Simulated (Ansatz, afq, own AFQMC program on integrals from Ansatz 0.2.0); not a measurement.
Integrals from Ansatz 0.2.0, then the random walk in our own AFQMC program (afq).

```yaml
crystal:
  periodic: [false, false, false]
  atoms:
    - {symbol: Ge, position_ang: [0.000000, 0.015295, 0.254755]}
    - {symbol: B, position_ang: [0.000000, -0.169422, -1.683611]}
    - {symbol: H, position_ang: [0.000000, 1.310352, 1.093730]}
    - {symbol: H, position_ang: [0.000000, -1.198297, 1.192594]}
    - {symbol: H, position_ang: [0.000000, 0.602851, -2.587791]}
basis:
  gaussian: {orbitals: cc-pVDZ}
total_charge: 1
magnetization: {spin_polarized: false, initial_magnetization: 3}
correlation: {method: ccsd_t, electrons: outside_noble_gas, hamiltonian_folder: ham}
```

```sh
$ ansatz run in.yaml --threads 1 --pin off --events-out ev --progress --plain --max-ram 16896MiB --backend cuda --devices 0, --max-vram 18GiB
```

afq runs on the folder ham with

```
--method phaseless --trial cisd --walkers 4000 --populations 20 --least-time 60 --time-step 0.005 --steps-per-block 50 --equilibration-blocks 28 --max-blocks 4000 --target-error 0.00018 --factor-cut 1e-05 --start spin_pure --seed 9654 --release-times 0.24,0.51,0.99,1.62,2.4 --release-step 0.03 --release-every 3 --taylor-order 6
```

Times are imaginary, in 1/Eh. The walk had a cap of 128 s. With eight or more populations the least sampling time is a fifth of least-time, and the error comes from their spread. Filled inner d shells are frozen with the cores.

Log:

```
orbitals 41  electrons 6 3  factors 334 of 590
reference energy -2101.25463261 Eh
CCSD correlation -0.16484702 Eh in 16 cycles, weight of the determinant in the CISD state 0.8652
energy of the start -2101.419482 Eh
 block  time / (1/Eh)  mean weight  energy / Eh
     1     0.250  1.0000  -2101.417780
     2     0.500  0.9999  -2101.418394
     3     0.750  0.9998  -2101.419449
     4     1.000  0.9999  -2101.420408
     5     1.250  0.9998  -2101.421391
     8     2.000  1.0001  -2101.423762
    11     2.750  0.9999  -2101.425154
    14     3.500  1.0000  -2101.425284
    17     4.250  0.9999  -2101.425348
    20     5.000  0.9997  -2101.425385
    23     5.750  0.9997  -2101.425112
    26     6.500  1.0000  -2101.425389
    29     7.250  1.0000  -2101.425533
    32     8.000  1.0001  -2101.425967
    35     8.750  1.0001  -2101.425912
    37     9.250  1.0004  -2101.430625
    38     9.500  1.0001  -2101.424444
    41    10.250  1.0001  -2101.425789
    44    11.000  1.0001  -2101.425895
    47    11.750  0.9997  -2101.425506
    50    12.500  1.0000  -2101.425401
    53    13.250  1.0000  -2101.425607
    56    14.000  1.0000  -2101.425123
    59    14.750  1.0002  -2101.425330
    62    15.500  1.0002  -2101.425657
    65    16.250  1.0001  -2101.425509
    68    17.000  0.9997  -2101.425224
    71    17.750  0.9998  -2101.425418
    74    18.500  0.9999  -2101.425586
    77    19.250  0.9999  -2101.425801
    78    19.500  0.9998  -2101.426199
error from the spread of 20 populations
released: time / (1/Eh)  energy / Eh  error  mean overlap
  0.24  -2101.425869  0.000096  1.0000
  0.51  -2101.426030  0.000081  0.9980
  0.99  -2101.426086  0.000074  0.9985
  1.62  -2101.426319  0.000102  0.9975
  2.40  -2101.426407  0.000071  0.9944
energy -2101.425701 +/- 0.000130 Eh
(rows thinned)
```

The run passed its tests (sampling time, drift between the halves within three errors, error under three times the target), which doesn't prove that it has relaxed.

Against this walk (error 3.5 meV) on the same determinant: CCSD(T) 26.0 meV higher, CCSDT(Q) 25.2 meV lower. The error is statistical and leaves out the bias of the constraint. The released energies are still falling (meV from the phaseless value at times in 1/Eh: -5 ± 3 at 0.24, -9.0 ± 2.2 at 0.51, -10.5 ± 2.0 at 0.99, -17 ± 3 at 1.62, -19.2 ± 1.9 at 2.40), so they give no level; they do show a bias of the constraint, and the last of them that isn't too noisy lies 6 meV above CCSDT(Q). CCSDT(Q) is the surest value here, so the walk's 25 meV above it is most likely the bias of the constraint with this trial, which can have either sign.

Cautions: constraint bias not in the error; no relativity below Rb; no spin-orbit coupling; inner d shell frozen; lower spins were not checked; higher spins were not checked; raised T1 diagnostic (T1 0.041, weight of the determinant 0.87, largest double 0.08).

The walk took 33 s on 1 × NVIDIA H100 80GB HBM3 with 2 threads of AMD EPYC 7R13 Processor (Zen 3), with other jobs on the host (the card was shared). The log's last line is the phaseless energy.

CCSDT and higher add their correlation energy to the determinant of the CCSD(T) run, since their own runs factorise the integrals more tightly (a shift of under 2 meV). A walk keeps the symmetry of its determinant, which the program's search chose and which needn't be the lowest solution, so a lower state of the same spin and another symmetry isn't excluded.
